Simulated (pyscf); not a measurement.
This saddle point was located with ωB97X-D3(BJ)/def2-SVP in PySCF.

```xyz
8

Cl     0.2450     1.1466     1.3450
Ge    -0.9750    -0.8774     0.0993
Cl    -1.3224    -2.3581    -1.4546
Cl    -2.8799    -0.0400     0.4606
H     -0.2484    -1.6635     1.1669
O     -0.0383     0.2616    -1.0854
H      0.3949     0.9059    -0.2568
H      0.5007    -0.1483    -1.7804
```

Surface: singlet, charge 0. Lowest wavenumbers (cm⁻¹): 520i, 85, 140, 159, 189.

Task: Name the species on either side of this saddle.

Result: `[Cl][GeH]([Cl])[Cl]` + `[OH2]` ⇌ `[ClH]` + `[OH][GeH]([Cl])[Cl]`, a four-centre exchange read from left to right: Cl–Ge, H–O broken and Cl–H, Ge–O formed. At ωB97M-D3(BJ)/def2-TZVP it lies +0.80 eV from the left side and +0.53 eV from the right (each side as separated species at their lowest minima found). On the product side the descent ends in a complex, 0.22 eV under the separated species and 0.69 eV under the saddle at ωB97X-D3(BJ)/def2-TZVP. This is the saddle that the search found; another between the same sides may lie lower. Elements up to Kr have no core potential and no relativistic terms here.
